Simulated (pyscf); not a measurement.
PySCF, gas phase, ωB97X-D3(BJ)/def2-SVP geometries. MP2 and CC: frozen core, UHF for open shells. ΔMP2 is the change of the MP2 total energy from the triple- to the quadruple-zeta basis.

Q: •H₂C–Br (SMILES [CH2]Br) + HCl (SMILES Cl) → H₃C–Br (SMILES CBr) + Cl• (SMILES [Cl])
Surface: doublet. Broken: Cl–H. Formed: C–H. Give ΔE‡ and ΔE from CCSD(T)/def2-TZVPP + ΔMP2(QZVPP), relative to the separated reactants.

A: ΔE‡ = 0.18 eV, ΔE = -0.07 eV. Zero-point energy shifts the barrier by +0.03 eV. It is a hydrogen abstraction, with an imaginary mode of 1230i cm⁻¹. This is the saddle that the search found; another between the same sides may lie lower. The angle at the transferred H is 174°. The CCSD(T) − MP2 part came from Ansatz, without density fitting, on the same reference. The frozen core leaves the outer d or s,p core shells of the metals and heavy elements correlated in the MP2 and CC values, and def2-TZVPP describes them poorly, which can shift differences by a few kcal/mol. Left out: the spin-orbit lowering of Cl. Elements up to Kr have no core potential and no relativistic terms here.
